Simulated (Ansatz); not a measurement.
# CH5ClSi: the cost of one run

Program: Ansatz 0.2.0. Level of theory: RKS BHLYP-D4/STO-3G. These are calculated values, not measurements.

## Step 1: The system as given

Bond lengths: Si1–C2 1.870 Å, C2–H3 1.110 Å, C2–H4 1.110 Å, C2–H5 1.110 Å, Si1–H6 1.460 Å, Si1–Cl7 2.128 Å, Si1–H8 1.459 Å. Angles: Si1–C2–H3 109.5°, Si1–C2–H4 109.5°, Si1–C2–H5 109.5°, H3–C2–H4 109.4°, H3–C2–H5 109.4°, H4–C2–H5 109.4°, C2–Si1–H6 109.5°, C2–Si1–Cl7 109.5°, C2–Si1–H8 109.5°, H6–Si1–Cl7 109.5°, H6–Si1–H8 109.5°, Cl7–Si1–H8 109.5°.

Structure file:

```xyz
8

Si    0.0000    0.0000    0.0000
C     0.0000    0.0000    1.8700
H    -0.9996   -0.3092    2.2405
H     0.7676   -0.7111    2.2405
H     0.2320    1.0203    2.2405
H     1.3768    0.0000   -0.4862
Cl   -1.0032    1.7381   -0.7093
H    -0.6877   -1.1914   -0.4862
```

## Step 2: Relaxing the start

File input.yaml:

```yaml
crystal:
  periodic: [false, false, false]
  atoms:
    - { symbol: Si, position_ang: [0.0, 0.0, 0.0] }
    - { symbol: C, position_ang: [0.0, 0.0, 1.87] }
    - { symbol: H, position_ang: [-0.9996, -0.3092, 2.2405] }
    - { symbol: H, position_ang: [0.7676, -0.7111, 2.2405] }
    - { symbol: H, position_ang: [0.232, 1.0203, 2.2405] }
    - { symbol: H, position_ang: [1.3768, 0.0, -0.4862] }
    - { symbol: Cl, position_ang: [-1.0032, 1.7381, -0.7093] }
    - { symbol: H, position_ang: [-0.6877, -1.1914, -0.4862] }
basis:
  gaussian: { orbitals: STO-3G }
hamiltonian:
  xc: { name: BHLYP }
  dispersion: d4
relax:
  f_tol: 0.02
  max_steps: 40
```

The run is started by

```console
> ansatz run input.yaml --threads 1 --pin off --max-ram 2048MiB --backend cpu --events-out ev --progress --plain --runs-dir out
```

**Question.** How long does this run take on 1 thread of Arm Neoverse V1, shared host, and how much memory does it need?

About 14 s, with a peak of 0.11 GiB.
